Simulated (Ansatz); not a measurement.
The same path of C₂H₆N₂S (11 atoms, charge 0, multiplicity 1) was run twice with different band settings. The coordinate that changes most is the dihedral C1–S2–C3–N4.

Theory: RKS BLYP-D4/6-31G (Ansatz 0.2.0).

Relaxed end points:

```xyz
11
Properties=species:S:1:pos:R:3
C -1.832 -0.100 0.043
S -0.431 -1.355 -0.349
C 1.118 -0.297 0.068
N 2.094 -0.696 0.811
N 1.093 0.953 -0.519
H -1.678 0.317 1.046
H -1.863 0.698 -0.709
H -2.764 -0.681 0.011
H 1.939 -1.602 1.277
H 1.875 1.575 -0.327
H 0.514 1.132 -1.331
```

```xyz
11
Properties=species:S:1:pos:R:3
C -1.800 -0.616 0.346
S -0.917 0.761 -0.628
C 0.888 0.338 -0.104
N 1.276 -0.382 0.893
N 1.774 0.948 -0.963
H -1.350 -1.588 0.105
H -1.744 -0.413 1.425
H -2.848 -0.590 0.021
H 0.548 -0.720 1.535
H 2.767 0.870 -0.760
H 1.471 1.335 -1.849
```

Common settings: movable images 5; climbing image yes; optimiser quadratic models (default); start path through a guess of the saddle point; force threshold 0.05 eV/Å; iteration limit 60; end points relaxed.

| run | spring |
| --- | --- |
| 1 | 5.0 eV/Å² |
| 2 | 2.0 to 10.0 eV/Å², energy-weighted |

**Question.** What does each run give, and how far can it be trusted?

**Answer.** Run 1: converged after 21 iterations, highest image 0.007 eV above the first end. The top lies less than 8 meV above the higher end, about what the thresholds resolve: that end is a shoulder or a very shallow well. A vibrational analysis at the climbing image gives one clearly imaginary mode, 46i cm⁻¹: a first-order saddle point.
Run 2: converged after 35 iterations, highest image 0.007 eV above the first end. The top lies less than 8 meV above the higher end, about what the thresholds resolve: that end is a shoulder or a very shallow well. Another band between the same ends (5 images) ends at a top of the same energy, where a vibrational analysis finds 1 clearly imaginary mode.
Limits of this set-up: no polarisation functions.
